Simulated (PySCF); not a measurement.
Gas-phase reaction: 2 SiCl₂ + 3 HCl = H₃SiSiCl₃ + 2 Cl₂

Computed with PySCF and rigid-rotor harmonic-oscillator thermochemistry at 1 bar. † marks an energy on the PBE0/def2-TZVP geometry and frequencies; other levels use their own. MP2 and CCSD(T) freeze the core. 6-31G* has spherical d functions here. All species are closed-shell singlets. B3LYP is the form with VWN-RPA correlation. H₃SiSiCl₃: computed as isolated molecules; such fragments, hydroxides, amides, oligomers or adducts are transient or little studied in the gas. MP2 isn't extrapolated to the basis-set limit; its ΔH°(298 K) is 198.8 kJ in def2-SVP and 170.9 kJ in def2-TZVPP. CCSD(T) isn't extrapolated to the basis-set limit. The harmonic model lacks anharmonicity and excited electronic states, which grow with temperature; levels with a mode under 35 cm⁻¹ are left out. Internal rotation in H₃SiSiCl₃ is treated as a harmonic vibration of one conformer, which makes the entropy rough.

```json
[
 {"level": "B3LYP/6-31G*", "ΔE electronic, kJ": "156", "ΔH°(298 K), kJ": "168", "ΔS°(298 K), J/K": "-304", "ΔG°(1000 K), kJ": "467"},
 {"level": "CCSD(T)/def2-SVP†", "ΔE electronic, kJ": "195", "ΔH°(298 K), kJ": "205", "ΔS°(298 K), J/K": "-302", "ΔG°(1000 K), kJ": "502"},
 {"level": "MP2/def2-TZVPP†", "ΔE electronic, kJ": "161", "ΔH°(298 K), kJ": "171", "ΔS°(298 K), J/K": "-302", "ΔG°(1000 K), kJ": "468"},
 {"level": "PBE0/def2-QZVP†", "ΔE electronic, kJ": "135", "ΔH°(298 K), kJ": "145", "ΔS°(298 K), J/K": "-302", "ΔG°(1000 K), kJ": "442"},
 {"level": "ωB97M-V/def2-TZVP†", "ΔE electronic, kJ": "156", "ΔH°(298 K), kJ": "166", "ΔS°(298 K), J/K": "-302", "ΔG°(1000 K), kJ": "463"}
]
```
ΔH° is lowest at PBE0/def2-QZVP† and highest at CCSD(T)/def2-SVP†. No reference value is set beside these.
